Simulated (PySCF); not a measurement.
Ionisation of cyclobutane

System: cyclobutane, `C1CCC1` (C4H8). Atom numbers as in the mapped SMILES `[CH2:1]1[CH2:2][CH2:3][CH2:4]1`. These are map numbers, not IUPAC locants.

Energies: ωB97X-D3(BJ)/ma-def2-TZVP (PySCF, density fitting, integration grid level 2) on PBE0-D3(BJ)/def2-SVP structures. The prefix ma- adds one diffuse s and one diffuse p function on all atoms but H. Zero-point and thermal terms (298.15 K, 1 bar) come from unscaled PBE0-D3(BJ)/def2-SVP harmonic frequencies, with soft modes damped to free rotors in the entropy.

Frontier levels of the parent: HOMO -11.08 eV, LUMO 1.40 eV.

Oxidation to the radical cation:
| Item | Value |
| --- | --- |
| Vertical ionisation energy (electronic) | 10.98 eV |
| Adiabatic ionisation energy (with zero-point energy) | 9.69 eV |
| Adiabatic, electronic part | 9.81 eV |
| Vertical gap at the product's structure | 8.60 eV |
| Inner reorganisation energy (four-point) | 2374 meV |
| Relaxation of product / of parent | 1169 / 1205 meV |
| ⟨S²⟩ of the product | 0.754 |
| Largest spin populations | C3 0.27, C1 0.27, C2 0.17, C4 0.17 |
| Largest changes of atomic charge | H (on C2) 0.10, H (on C4) 0.10, H (on C4) 0.10, H (on C2) 0.10 |
| Distances that move most (Å) | C1–C4 1.542 → 1.558; C2–C3 1.542 → 1.558; C1–C2 1.542 → 1.555; C3–C4 1.542 → 1.555 |
| Potential in DMSO | 7.08 V absolute, 2.55 V against Fc+/Fc computed at 4.53 V (solvation -3 → -251 kJ/mol) |

Solvents are IEF-PCM continua (electrostatics only, gas-phase structures); absolute potentials refer to an electron at rest in vacuum. Fc+/Fc in DMSO, 4.53 V, is ωB97X-D3(BJ)/ma-def2-TZVP on PBE0-D3(BJ)/def2-SVP structures with GFN2-xTB thermal terms. Benchmark calculations put it near 5.0 V in acetonitrile and DMSO, so it is about 0.5 V low, and the value against it can read up to that much too high.

Measured values (NIST Chemistry WebBook, evaluated or the median of agreeing entries): vertical ionisation energy 10.70 eV (computed 10.98, difference 0.28); adiabatic ionisation energy 9.80 eV (computed 9.69, difference -0.11).

Run with `OMP_NUM_THREADS=1 python redox_run.py task.json out` on 1 thread of Arm Neoverse V2, a shared host. Structures, frequencies and single points: 8 min of wall time.
